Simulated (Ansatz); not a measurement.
Yttrium, hcp: convergence with Methfessel-Paxton smearing

Computed with Ansatz, PBE, scalar-relativistic PAW, on the relaxed cell (a = 3.654 Å, c = 5.699 Å (c/a = 1.560); spin not included). Errors count from a run at 420 eV on a Γ-centred 16×16×9 mesh with Fermi-Dirac smearing of 0.1 eV, extrapolated to zero width. Fixed here: cutoff 420 eV, mesh 10×10×6. The SCF starts from atomic densities corrected by a trained network.

```
width (eV)  E(σ→0) error (meV/atom)  F error (meV/atom)  P (GPa)  SCF iterations
      0.01                     -1.9                -1.9    -0.18               5
      0.03                     -1.9                -1.9    -0.18               5
       0.1                     -1.6                -1.1    -0.18               5
       0.2                      0.2                 0.3    -0.15               5
       0.3                      1.1                -0.9    -0.11               5
       0.6                     -7.0               -14.3    -0.07               5
       1.0                    -22.4               -27.5    -0.01               5
```
